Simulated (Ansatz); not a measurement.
Cartesian coordinates (Å):
```xyz
4

Si     0.0008     0.0005     0.3412
H     -0.6174     1.2690    -0.1140
H      1.4074    -0.1003    -0.1169
H     -0.7908    -1.1692    -0.1103
```
Charge 0, spin multiplicity 2.

Computed with frozen-core CCSD(T)/cc-pVTZ // B3LYP-D3(BJ)/def2-TZVP in Ansatz (an electronic-structure program).

| Quantity | Result |
|---|---|
| HF energy | -290.64035 Ha |
| MP2 correlation energy | -0.11650 Ha |

Q: Estimate the CCSD correlation energy, the (T) correction, the total energy and the T1 diagnostic.

A: 
```yaml
CCSD correlation energy: -0.14266 Ha
"(T) correction": -0.00350 Ha
CCSD(T) total energy: -290.78651 Ha
T1 diagnostic: 0.014
```
